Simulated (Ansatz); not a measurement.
A search over several starts for the lowest SCF solution of C2H8Si⁻, that is SiMe2H2 with one electron more at the given spin, in a small basis.

```yaml
crystal:
  periodic: [false, false, false]
  atoms:
    - {symbol: Si, position_ang: [-0.596007, -0.003632, -0.423794]}
    - {symbol: C, position_ang: [-0.632843, 0.001065, 1.459088]}
    - {symbol: H, position_ang: [-1.665927, 0.007323, 1.835039]}
    - {symbol: H, position_ang: [-0.120974, 0.889284, 1.857879]}
    - {symbol: H, position_ang: [-0.130235, -0.890572, 1.861954]}
    - {symbol: C, position_ang: [1.170347, 0.002325, -1.076898]}
    - {symbol: H, position_ang: [1.186278, -0.004644, -2.176136]}
    - {symbol: H, position_ang: [1.720580, -0.882266, -0.723750]}
    - {symbol: H, position_ang: [1.710406, 0.897533, -0.735051]}
    - {symbol: H, position_ang: [-1.326129, 1.200262, -0.942439]}
    - {symbol: H, position_ang: [-1.315496, -1.216697, -0.935871]}
basis:
  gaussian: {orbitals: def2-SVP}
total_charge: -1
magnetization: {spin_polarized: true, initial_magnetization: 1}
hamiltonian: {xc: pbe0, dispersion: d4}
output: {orbitals: {seedname: orbitals}}
```

```sh
$ ansatz run in.yaml --threads 4 --pin off --events-out ev --progress --plain --max-ram 3916MiB
```

Shortened log:

```
Functional definition: PBE0
  name "PBE0"
  cite "Adamo & Barone, J. Chem. Phys. 110, 6158 (1999) doi:10.1063/1.478522"
  cite "Perdew, Burke & Ernzerhof, Phys. Rev. Lett. 77, 3865 (1996) doi:10.1103/PhysRevLett.77.3865"
  parent pbe
  parameter a = 0.25
  parameter kappa = 0.804
  parameter beta = 0.06672455060314922
  exchange = (1 - a)*pbe_x(kappa = kappa, mu = beta*pi^2/3) + a*exact_x
  correlation = pbe_c(beta = beta)
878 factors; integrals over basis functions are off by at most 1.2e-3 eV
mean field evaluation 1: about -10065.9612 eV, gradient 2.5e1 eV
mean field evaluation 2: about -10064.8541 eV, gradient 2.9e1 eV
mean field evaluation 4: about -10069.1755 eV, gradient 5.0e-1 eV
mean field evaluation 8: about -10069.3186 eV, gradient 4.0e-2 eV
mean field evaluation 16: about -10069.3188 eV, gradient 4.2e-4 eV
mean field evaluation 32: about -10069.2125 eV, gradient 5.4e-1 eV
mean field -10069.31875739 eV, -370.0406391047 hartree, gradient 1.3e-5 eV, S^2 0.751275; 5 other end points of the search recorded, 0 dependent functions left out
reference -10069.31878969 eV, -370.0406402918 hartree; 18, 17 occupied and 68, 69 virtual orbitals, 878 factors
Total energy: -10069.50603148 eV, -370.0475213005 hartree
```

Run time 3 s (4 threads of Arm Neoverse V1 on a shared host).

The highest occupied level of the charge -1 doublet lies above zero (up to 4.62 eV). By energy differences it is unbound by 1.29 eV (vertical, against the charge 0 singlet, at PBE0-D4/def2-TZVPD) and held by the finite basis.
